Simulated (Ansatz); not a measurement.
A nudged elastic band was laid between two geometries of FH3Si + H2S (8 atoms, charge 0, multiplicity 1).

Level of theory: Ansatz, RKS BLYP/6-31G*.

```
movable images  : 5
climbing image  : yes
spring          : 5.0 eV/Å²
optimiser       : quadratic models (default)
start path      : through a guess of the saddle point
force threshold : 0.03 eV/Å
iteration limit : 60
end points      : relaxed
```

First end point:

```xyz
8
Properties=species:S:1:pos:R:3
Si 0.744 0.195 -0.315
H 1.277 0.570 1.030
H 1.786 -0.551 -1.085
H 0.334 1.421 -1.065
F -0.558 -0.777 -0.122
S -3.830 -0.259 1.333
H -2.653 -0.585 0.729
H -3.535 -0.994 2.442
```

Last end point:

```xyz
8
Properties=species:S:1:pos:R:3
Si -0.507 -0.062 -1.028
H -0.017 0.497 4.360
H 0.375 -1.102 -0.422
H -0.082 1.328 -0.702
F -0.456 -0.275 -2.641
S -2.505 -0.206 -0.219
H -2.620 -1.560 -0.333
H -0.623 0.402 3.933
```

Q: What changes between the two ends?

A: Bonds broken: Si1–H2, S6–H8. Bonds formed: Si1–S6, H2–H8. FH3Si + H2S becomes FH3SSi + H2.

Q: What energy profile does the band end with?

A: It converged. The highest image is number 3 of 0 to 6, 199.8 kJ/mol above the first end and 241.1 kJ/mol above the last; the last end lies 41.3 kJ/mol below the first. Neighbouring images differ by up to 2.3 eV, so the band resolves the path poorly. A vibrational analysis at the climbing image gives one clearly imaginary mode, 1234i cm⁻¹: a first-order saddle point. The orbitals stay closed-shell, which can raise the energy where a bond breaks towards radicals; this wasn't checked here.

| image | path coordinate (Å) | energy (kJ/mol) | Si1–H2 (Å) | S6–H8 (Å) | Si1–S6 (Å) |
| --- | --- | --- | --- | --- | --- |
| 0 | 0.00 | 0.0 | 1.49 | 1.36 | 4.88 |
| 1 | 1.61 | 1.3 | 1.49 | 1.36 | 4.28 |
| 2 | 3.22 | 13.5 | 1.50 | 1.36 | 3.75 |
| 3 | 4.83 | 199.8 | 1.72 | 1.65 | 2.58 |
| 4 | 6.45 | -21.0 | 2.90 | 2.63 | 2.18 |
| 5 | 8.06 | -40.9 | 4.38 | 3.53 | 2.16 |
| 6 | 9.68 | -41.3 | 5.44 | 4.60 | 2.16 |

Q: What is the geometry of the highest image?

A: 
```xyz
8
Properties=species:S:1:pos:R:3
Si -0.164 -0.055 -0.141
H -0.146 0.266 1.549
H 1.153 -0.722 0.121
H -0.116 1.386 -0.500
F -0.664 -0.992 -1.386
S -2.596 0.083 0.695
H -2.716 -1.217 1.089
H -1.185 0.272 1.521
```

The run took 3.4 min on 1 thread of Arm Neoverse V1, with other jobs on the host, peak memory 0.11 GiB.
